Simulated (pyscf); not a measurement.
This saddle point was located with ωB97X-D3(BJ)/def2-SVP in PySCF.

```
Cd
O 1 1.9792
H 2 0.9642 1 112.29
O 1 2.0759 2 162.36 3 -1.80
H 4 0.9644 1 123.66 2 -51.53
H 4 1.4521 5 126.39 1 108.72
S 6 1.4826 4 144.61 5 -136.15
H 7 1.3475 6 94.50 4 -86.29
```

Surface: singlet, charge 0. Lowest wavenumbers (cm⁻¹): 495i, 100, 102, 154, 184.

Name the species on either side of this saddle.

HO–Cd–OH (SMILES [OH][Cd][OH]) + H₂S (SMILES S) ⇌ HO–Cd–SH (SMILES [OH][Cd][SH]) + H₂O (SMILES O), a four-centre exchange read from left to right: Cd–O, H–S broken and Cd–S, H–O formed. At ωB97M-D3(BJ)/def2-TZVP it lies -0.17 eV from the left side and +0.74 eV from the right (each side as separated species at their lowest minima found). On the reactant side the descent ends in an adduct with a Cd–S contact, 0.48 eV under the separated species and 0.17 eV under the saddle at ωB97X-D3(BJ)/def2-TZVP. On the product side the descent ends in a bound adduct, 0.46 eV under the separated species and 1.16 eV under the saddle at ωB97X-D3(BJ)/def2-TZVP. At ωB97M-D3(BJ) the saddle lies under the separated reactants, which points to a path from their complex (located at ωB97X-D3(BJ) alone). What is counted as formed (Cd–S) is already present as a longer contact in the reactant adduct; forming that adduct is a step of its own. At ωB97X-D3(BJ)/def2-TZVP the barrier from the zero used here is -0.31 eV. One saddle was located; it need not be the lowest between these sides. Elements past Kr carry the def2 core potentials, without spin-orbit coupling.
